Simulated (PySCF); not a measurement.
An unknown is described by computed data only.

Formula: CH3F.

| Item | Value |
| --- | --- |
| 1H NMR | chemical shifts (computed TMS as zero) by class: 4.61 (3 H) ppm [GIAO PBE0/pcSseg-1] |
| Triplet | lowest triplet excitation (Tamm–Dancoff): 8.98 eV [TDA PBE0/def2-SVPD] |
| UV, first state | lowest singlet excitation: 9.31 eV (133 nm, f = 0.055 summed over 2 states within 0.01 eV) [TDDFT PBE0/def2-SVPD] |
| 13C NMR | chemical shifts (computed TMS as zero) by class: 73.0 (1 C) ppm [GIAO PBE0/pcSseg-1] |
| Polarisability | 16.5 au [PBE0/def2-SVPD] |
| Couplings | largest of the computed one-bond spin–spin couplings (means over like bonds): 19F–13C -223.2, 13C–1H +151.8 (×3) Hz [B3LYP/pcJ-1] |
| Rotational structure | rotational constants A, B, C: 155.482, 26.440, 26.439 GHz [GFN2-xTB] |
| Dipole | 1.78 D [PBE0/def2-SVPD] |

Electronic properties: PySCF, gas phase, density fitting. Levels stand in brackets. Geometry: GFN2-xTB; no solvent, vibrations or thermal averaging. Each NMR value is the plain mean over a class of atoms that symmetry, rotation or inversion makes alike.

**Question.** Give a SMILES that accounts for the data.

**Answer.** Its formula, CH3F, gives 0 degrees of unsaturation, so no ring and no π bond. The one carbon: sp3 C–F carbon (73.0 ppm). All hydrogens form one class (4.61 ppm): methyl hydrogen. The couplings run between: -223.2 Hz, alkyl fluorine and sp3 C–F carbon; +151.8 Hz, sp3 C–F carbon and its hydrogen (with 2 like pairs). The optimised geometry has point group C3v and is a prolate symmetric top (the spread among constants that symmetry makes equal is optimisation noise). Structure: fluoromethane (`CF`).
